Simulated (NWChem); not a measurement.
System: Li2; SMILES [Li][Li]

Parts of the log:

```
             Northwest Computational Chemistry Package (NWChem) 7.3.0
             --------------------------------------------------------

                             Geometry "geometry" -> ""
                             -------------------------

 Output coordinates in angstroms (scale by  1.889725989 to convert to a.u.)

  No.       Tag          Charge          X              Y              Z
 ---- ---------------- ---------- -------------- -------------- --------------
    1 Li                   3.0000     0.00000000     0.00000000    -1.39355900
    2 Li                   3.0000     0.00000000     0.00000000     1.39355900

 Effective nuclear repulsion energy (a.u.)       1.7087885195

                              NWChem Property Module
                              ----------------------

                                 NWChem DFT Module
                                 -----------------

 Summary of "ao basis" -> "ao basis" (spherical)
 ------------------------------------------------------------------------------
       Tag                 Description            Shells   Functions and Types
 ---------------- ------------------------------  ------  ---------------------
 Li                        def2-svpd                 6       12   3s3p

            General Information
            -------------------
          SCF calculation type: DFT
          Wavefunction type:  closed shell.
          No. of atoms     :     2
          No. of electrons :     6
           Alpha electrons :     3
            Beta electrons :     3
          Charge           :     0
          Spin multiplicity:     1
          Use of symmetry is: off; symmetry adaption is: off
          Maximum number of iterations: 150
          AO basis - number of functions:    24
                     number of shells:    12
          Convergence on energy requested:  1.00D-06
          Convergence on density requested:  1.00D-05
          Convergence on gradient requested:  5.00D-04

              XC Information
              --------------
                         PBE0 Method XC Functional
                     Hartree-Fock (Exact) Exchange  0.250
          PerdewBurkeErnzerhof Exchange Functional  0.750
            Perdew 1991 LDA Correlation Functional  1.000 local
           PerdewBurkeErnz. Correlation Functional  1.000 non-local

             Grid Information
             ----------------
          Grid used for XC integration:  medium
          Radial quadrature: Mura-Knowles
          Angular quadrature: Lebedev.
          Tag              B.-S. Rad. Rad. Pts. Rad. Cut. Ang. Pts.
          ---              ---------- --------- --------- ---------
          Li                  1.45       49          15.0       434
          Grid pruning is: on
          Number of quadrature shells:    98
          Spatial weights used:  Erf1

      Superposition of Atomic Density Guess
      -------------------------------------

 Sum of atomic energies:         -14.85012796

      Non-variational initial energy
      ------------------------------

 Total energy =     -14.791990
 1-e energy   =     -22.779351
 2-e energy   =       6.278573
 HOMO         =      -0.159122
 LUMO         =      -0.021329

   convergence    iter        energy       DeltaE   RMS-Dens  Diis-err
 ---------------- ----- ----------------- --------- --------- ---------
 d= 0,ls=0.0,diis     1    -14.9477474922 -1.67D+01  9.05D-03  6.50D-03
 d= 0,ls=0.0,diis     2    -14.9499958261 -2.25D-03  2.12D-03  2.78D-04
 d= 0,ls=0.0,diis     3    -14.9500509964 -5.52D-05  3.54D-04  1.13D-05
 d= 0,ls=0.0,diis     4    -14.9500559638 -4.97D-06  9.74D-05  1.21D-07
 d= 0,ls=0.0,diis     5    -14.9500560406 -7.68D-08  1.26D-05  6.15D-10
 d= 0,ls=0.0,diis     6    -14.9500560419 -1.31D-09  5.05D-08  1.62D-13

         Total DFT energy =      -14.950056041887
      One electron energy =      -22.987305322893
           Coulomb energy =        9.977215419176
    Exchange-Corr. energy =       -3.648754657708
 Nuclear repulsion energy =        1.708788519538

 Numeric. integr. density =        6.000000101215

                       DFT Final Molecular Orbital Analysis
                       ------------------------------------

 Vector    1  Occ=2.000000D+00  E=-2.018338D+00
              MO Center=  1.3D-13,  1.2D-13,  5.3D-07, r^2= 2.1D+00
   Bfn.  Coefficient  Atom+Function         Bfn.  Coefficient  Atom+Function
  ----- ------------  ---------------      ----- ------------  ---------------
     1      0.702019  1 Li s                 13      0.702020  2 Li s

 Vector    2  Occ=2.000000D+00  E=-2.018056D+00
              MO Center=  1.0D-13,  9.7D-14, -5.3D-07, r^2= 2.1D+00
   Bfn.  Coefficient  Atom+Function         Bfn.  Coefficient  Atom+Function
  ----- ------------  ---------------      ----- ------------  ---------------
     1      0.702407  1 Li s                 13     -0.702407  2 Li s
     2      0.036404  1 Li s                 14     -0.036404  2 Li s
     3     -0.025922  1 Li s                 15      0.025922  2 Li s

 Vector    3  Occ=2.000000D+00  E=-1.363160D-01
              MO Center= -3.0D-11, -3.0D-11,  2.1D-10, r^2= 5.3D+00
   Bfn.  Coefficient  Atom+Function         Bfn.  Coefficient  Atom+Function
  ----- ------------  ---------------      ----- ------------  ---------------
     2      0.441351  1 Li s                 14      0.441351  2 Li s
     1     -0.178531  1 Li s                 13     -0.178531  2 Li s
     3      0.117385  1 Li s                 15      0.117385  2 Li s
     9      0.074965  1 Li pz                21     -0.074965  2 Li pz
     6      0.034479  1 Li pz                18     -0.034479  2 Li pz

 Vector    4  Occ=0.000000D+00  E=-4.850344D-02
              MO Center=  6.0D-13,  6.5D-13,  1.3D-09, r^2= 1.2D+01
   Bfn.  Coefficient  Atom+Function         Bfn.  Coefficient  Atom+Function
  ----- ------------  ---------------      ----- ------------  ---------------
     3      0.470100  1 Li s                 15     -0.470100  2 Li s
     2      0.356020  1 Li s                 14     -0.356020  2 Li s
     9     -0.149831  1 Li pz                21     -0.149831  2 Li pz
    12     -0.135542  1 Li pz                24     -0.135542  2 Li pz
     1     -0.132027  1 Li s                 13      0.132027  2 Li s

 Vector    5  Occ=0.000000D+00  E=-2.939267D-02
              MO Center= -5.5D-14,  5.5D-14,  7.1D-10, r^2= 9.9D+00
   Bfn.  Coefficient  Atom+Function         Bfn.  Coefficient  Atom+Function
  ----- ------------  ---------------      ----- ------------  ---------------
    10      0.246479  1 Li px                11     -0.246478  1 Li py
    22      0.246479  2 Li px                23     -0.246478  2 Li py
     7      0.165740  1 Li px                 8     -0.165740  1 Li py
    19      0.165740  2 Li px                20     -0.165740  2 Li py
     4      0.054852  1 Li px                 5     -0.054851  1 Li py

 Vector    6  Occ=0.000000D+00  E=-2.939267D-02
              MO Center= -9.4D-11, -9.4D-11,  3.6D-10, r^2= 9.9D+00
   Bfn.  Coefficient  Atom+Function         Bfn.  Coefficient  Atom+Function
  ----- ------------  ---------------      ----- ------------  ---------------
    10      0.246478  1 Li px                11      0.246479  1 Li py
    22      0.246478  2 Li px                23      0.246479  2 Li py
     7      0.165740  1 Li px                 8      0.165740  1 Li py
    19      0.165740  2 Li px                20      0.165740  2 Li py
     4      0.054851  1 Li px                 5      0.054852  1 Li py

     Multipole analysis of the density
     ---------------------------------

     L   x y z        total         alpha         beta         nuclear
     -   - - -        -----         -----         ----         -------
     0   0 0 0     -0.000000     -3.000000     -3.000000      6.000000

     1   1 0 0      0.000000      0.000000      0.000000      0.000000
     1   0 1 0      0.000000      0.000000      0.000000      0.000000
     1   0 0 1     -0.000000     -0.000000     -0.000000      0.000000

     2   2 0 0    -12.178145     -6.089073     -6.089073      0.000000
     2   1 1 0     -0.000000     -0.000000     -0.000000      0.000000
     2   1 0 1      0.000000      0.000000      0.000000      0.000000
     2   0 2 0    -12.178145     -6.089073     -6.089073      0.000000
     2   0 1 1      0.000000      0.000000      0.000000      0.000000
     2   0 0 2     -1.332628    -21.471406    -21.471406     41.610185

 *** CALLING NEW AORESP DRIVER FOR CLOSED AND OPEN SHELLS ***
 Entering AOResponse driver routine

--------------------------------------------------------------------------------

          -----------------------------------------------
          Solving response equations for perturbing field
          -----------------------------------------------

 number of frequencies:     1
 frequency in a.u.:  0.0000000E+00
 Perturbing field: electric
 Using El. Dipole Length Gauge

 Setting up CPKS with frequency omega =      0.00000000 a.u.

 STATIC response

                                NWChem CPHF Module
                                ------------------

  scftype          =     RHF
  nclosed          =        3
  nopen            =        0
  variables        =       63
  # of vectors     =        3
  tolerance        = 0.10D-03
  level shift      = 0.00D+00
  max iterations   =       50
  max subspace     =       30

 SCF residual:    4.3444994436657569E-008

Iterative solution of linear equations
  No. of variables       63
  No. of equations        3
  Maximum subspace       30
        Iterations       50
       Convergence  1.0D-04

   iter   nsub   residual    time
   ----  ------  --------  ---------
     1      3    4.22D+00       0.2
     2      6    8.64D-01       0.3
     3      9    4.00D-02       0.3
     4     12    2.71D-03       0.4
     5     15    2.95D-04       0.4
     6     18    1.40D-05       0.4

 Electric Dipole Response Matrix (nonzero elements):

              1        2        3
    1  178.3049  -0.0000   0.0000
    2   -0.0000 178.3049   0.0000
    3    0.0000   0.0000 282.6037

 ------------------------------------------
 average:       213.07118 + I       0.00000

 DFT Linear Response polarizability / au
 Frequency  =       0.0000000 / au
              X              Y              Z
 -----------------------------------------------
 X     178.3049246     -0.0000000      0.0000000
 Y      -0.0000000    178.3049246      0.0000000
 Z       0.0000000      0.0000000    282.6036785
 -----------------------------------------------
 Eigenvalues =     178.3049246    178.3049246    282.6036785
 Isotropic   =     213.0711759
 Anisotropic =     104.2987539
 -----------------------------------------------

 Magnetic Dipole Response Matrix (nonzero elements):

 Exiting AOResponse driver routine
```

Level: PBE0/def2-SVPD. Geometry: optimised at PBE0/def2-SVP.

Question: Write an input that gives this output.

Answer: This is not unique; one that fits is the input that was run:
```
start job
memory heap 200 mb stack 900 mb global 1100 mb
geometry units angstroms noautosym nocenter noautoz
  Li     0.000000     0.000000    -1.393559
  Li     0.000000     0.000000     1.393559
end
basis spherical
  Li library def2-svpd
end
dft
  xc pbe0
  iterations 150
end
property
  response 1 0.0
end
task dft property
```
